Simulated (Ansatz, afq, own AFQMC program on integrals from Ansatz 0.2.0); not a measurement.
# AlSi, quartet: AFQMC among the cluster methods

```xyz
2

Si    0.0000    0.0000    0.0000
Al    0.0000    0.0000    2.3977
```

Basis cc-pVDZ. Only valence electrons are correlated. Ansatz 0.2.0 and our own AFQMC program on the same integrals; the CISD trial comes from CCSD amplitudes, and released means the phaseless constraint is let go. ± is one standard error of the sampling.

Determinant: UHF, the one that the program's search chose, which needn't be the lowest solution. The geometry is a PBE0/def2-TZVP stationary point of this or a neighbouring charge and spin state.

Full CI on the same integrals is exact in this basis and with this determinant's frozen core.

Cautions: the ph-AFQMC/HF walk drifts between its halves (2.9 errors).

- T1 diagnostic: 0.0317
- weight of the determinant in the CISD state: 0.860
- ⟨S²⟩ of the determinant: 3.767
- size of the correlated space: 7 electrons in 26 orbitals

Reference: full CI, correlation energy -3.737 eV. The released energy is read at 2.40 1/Eh (meV from the phaseless value at times in 1/Eh: -1 ± 10 at 0.24, -10 ± 8 at 0.51, -18 ± 9 at 0.99, -1 ± 8 at 1.62, -5 ± 9 at 2.40).

```csv
level,E − E(reference) (kJ/mol),share of correlation (%)
HF,360.6,0.00
MP2,98.4,72.72
CCSD,20.7,94.26
CCSD(T),5.5,98.46
CCSDT,1.3,99.65
CCSDT(Q),0.1,99.97
ph-AFQMC/HF,5.6 ± 3.2,98.46
ph-AFQMC/CISD,1.2 ± 0.8,99.65
released AFQMC,0.8 ± 0.8,99.78
```

CCSDT and higher add their correlation energy to the determinant of the CCSD(T) run, since their own runs factorise the integrals more tightly (a shift of under 2 meV). A walk keeps the symmetry of its determinant, which the program's search chose and which needn't be the lowest solution, so a lower state of the same spin and another symmetry isn't excluded. Released energies are given only where the last usable release times agree within the noise; a slower fall can still hide under it.
